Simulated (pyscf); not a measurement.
## Four-centre exchange: H₃C–Ga(CH₃)–Cl + HF → CH₄ + H₃C–Ga(F)–Cl

Gas phase, singlet surface, charge 0. Bonds broken: C1–Ga2, F11–H12. Bonds formed: C1–H12, Ga2–F11. Single points on ωB97X-D3(BJ)/def2-SVP structures (PySCF, gas phase).

Transition state (Å):

```xyz
12

C      0.4726     1.1707     0.8144
Ga    -1.3571     0.3935     0.0481
C     -1.3429    -1.3301    -0.8461
Cl    -2.5899     2.0448    -0.5861
H      1.2299     0.4655     0.4405
H      0.8209     1.4985     1.8128
H      0.4716     2.0928     0.2123
H     -0.6033    -2.0034    -0.3881
H     -1.1011    -1.2074    -1.9128
H     -2.3384    -1.7939    -0.7722
F     -1.5674     0.2494     2.0313
H     -0.5620     0.7132     1.6992
```

One imaginary mode, 1091i cm⁻¹; descent along it reached the two sides named, in the forms told below.

```csv
bond,change,reactant side (Å),saddle,product side
C1–Ga2,breaks,1.950,2.131,2.9
F11–H12,breaks,0.954,1.156,2.448
C1–H12,forms,3.5,1.436,1.102
Ga2–F11,forms,2.243,2.000,1.759
```

Electronic energies relative to the separated reactants (kcal/mol):

| level | barrier | reaction energy | reverse barrier |
|---|---|---|---|
| ωB97X-D3(BJ)/def2-TZVP | 7.0 | -25.7 | 32.8 |
| PBE/def2-TZVP | 4.1 | -26.5 | 30.5 |
| r²SCAN/def2-TZVP | 2.8 | -27.9 | 30.8 |
| B3LYP-D3(BJ)/def2-TZVP | 7.7 | -27.3 | 35.0 |
| PBE0-D3(BJ)/def2-TZVP | 5.7 | -24.8 | 30.5 |
| M06-2X/def2-TZVP | 5.4 | -27.7 | 33.1 |
| ωB97M-D3(BJ)/def2-TZVP | 7.7 | -26.2 | 33.9 |
| HF/def2-TZVP | 21.8 | -31.0 | 52.7 |

With ωB97M-D3(BJ)/def2-TZVP energies and thermal terms (ideal gas, 1 atm, RRHO with modes under 100 cm⁻¹ raised to 100, one conformer, R ln 2 for rigid chiral ones), in kcal/mol:

```csv
T (K),ΔH‡,ΔG‡,ΔH,ΔG
298,6.1,16.6,-25.5,-24.9
600,5.9,27.4,-26.4,-24.0
900,6.2,38.1,-27.1,-22.7
1200,6.6,48.7,-27.6,-21.1
```

On the reactant side the descent ends in an adduct with a F–Ga contact (not fully relaxed), 11.0 kcal/mol under the separated species and 18.1 kcal/mol under the saddle at ωB97X-D3(BJ)/def2-TZVP. On the product side the descent ends in a complex, 4.0 kcal/mol under the separated species and 36.8 kcal/mol under the saddle at ωB97X-D3(BJ)/def2-TZVP. What is counted as formed (F–Ga) is already present as a longer contact in the reactant adduct; forming that adduct is a step of its own. One saddle was located; it need not be the lowest between these sides. Elements up to Kr have no core potential and no relativistic terms here.
